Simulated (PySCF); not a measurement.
**Which orbitals make which state**

Species: C4H8N2.
Atom-mapped SMILES: `[H]/[N:6]=[C:4](/[CH2:3][N:2]=[CH2:1])[CH3:5]` (hydrogens: H7, H8 on C1; H9, H10 on C3; H11, H12, H13 on C5; H14 on N6)

Geometry (GFN2-xTB, Å), atoms numbered from 1 in this order:
```xyz
14
C4H8N2 angstrom
C      2.3044   -0.6613    0.7827
N      1.2749    0.0273    0.9517
C      0.5750    0.5633   -0.1809
C     -0.8464    0.0505   -0.1795
C     -1.6090    0.2895    1.0883
N     -1.2544   -0.5217   -1.2210
H      2.7438   -0.8910   -0.1939
H      2.8050   -1.0569    1.6543
H      1.0455    0.3161   -1.1433
H      0.5451    1.6512   -0.0543
H     -2.5513   -0.2555    1.0913
H     -1.8160    1.3539    1.1899
H     -0.9999   -0.0142    1.9369
H     -2.2173   -0.8518   -1.1844
```

Method used: PySCF 2.14.0, density-fitted response routines, TDDFT PBE0/def2-SVPD, vertical, gas phase, core orbitals frozen in the response.

Orbital energies (eV): HOMO-3 -9.18, HOMO-2 -8.78, HOMO-1 -7.44, HOMO -7.31, LUMO -0.56, LUMO+1 0.23, LUMO+2 0.84.

Question: Among the lowest singlets, which states do these configurations lead, and at what energies: HOMO-2→LUMO, HOMO-1→LUMO, HOMO→LUMO+2, HOMO-1→LUMO+1?

Answer: 

```tsv
state	leading configuration	weight	Δε (eV)	E (eV)	E − Δε (eV)	f	other configurations
S1	HOMO-1→LUMO	0.84	6.88	4.90	-1.98	0.0009	H→L (10%)
S4	HOMO-1→LUMO+1	0.91	7.67	6.33	-1.34	0.011	–
S5	HOMO→LUMO+2	0.89	8.15	7.00	-1.15	0.043	–
S6	HOMO-2→LUMO	0.63	8.22	7.19	-1.02	0.012	H-1→L+2 (29%)
```

E − Δε runs from -1.98 to -1.02 eV. Among themselves, these states come in the order of their orbital differences. Δε is the difference of the two orbital energies.

H and L stand for HOMO and LUMO. The other states: S2 5.29 eV, f 0.010, H→L (48%), H→L+1 (41%); S3 6.06 eV, f 0.029, H→L+1 (54%), H→L (38%).

Question: Pair triplets and singlets of the same leading configuration (75% or more in both) and give the splittings.

Answer: 

| configuration | triplet | E(T) (eV) | singlet | E(S) (eV) | E(S) − E(T) (eV) |
| --- | --- | --- | --- | --- | --- |
| HOMO-1→LUMO | T1 | 4.07 | S1 | 4.90 | +0.83 |

The 2 triplets are Tamm–Dancoff values, the singlets full response.

Summed over the main configurations (up to three a state, each over 8%) of all 6 singlets, the electron leaves HOMO with weight 2.81, HOMO-1 with weight 2.04 and HOMO-2 with weight 0.63.

One conformer stands for the species.
